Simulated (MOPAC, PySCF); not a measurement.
BF$_{3}$, SMILES `FB(F)F`, neutral singlet in the gas phase. 

Z-matrix (Å, degrees):
```
B
F 1 1.3111
F 1 1.3112 2 120.00
F 1 1.3112 2 120.00 3 180.00
```
Charge 0, spin multiplicity 1.

All levels are single points at this geometry (PBE0-D4/def2-TZVP); Pople sets use spherical d functions. Orbital energies aren't observables, and empty levels follow the basis.

PBE0-D4/def2-TZVP in PySCF gives dipole (D) = 0.00.

Estimate the dipole (D) from each of these levels: M06-2X/6-31G* in PySCF; SVWN5/6-31G* in PySCF; HF/3-21G in PySCF; PM6 in MOPAC; PM7 in MOPAC.


```tsv
level	dipole (D)
M06-2X/6-31G* in PySCF	0.00
SVWN5/6-31G* in PySCF	0.00
HF/3-21G in PySCF	0.00
PM6 in MOPAC	0.00
PM7 in MOPAC	0.00
```
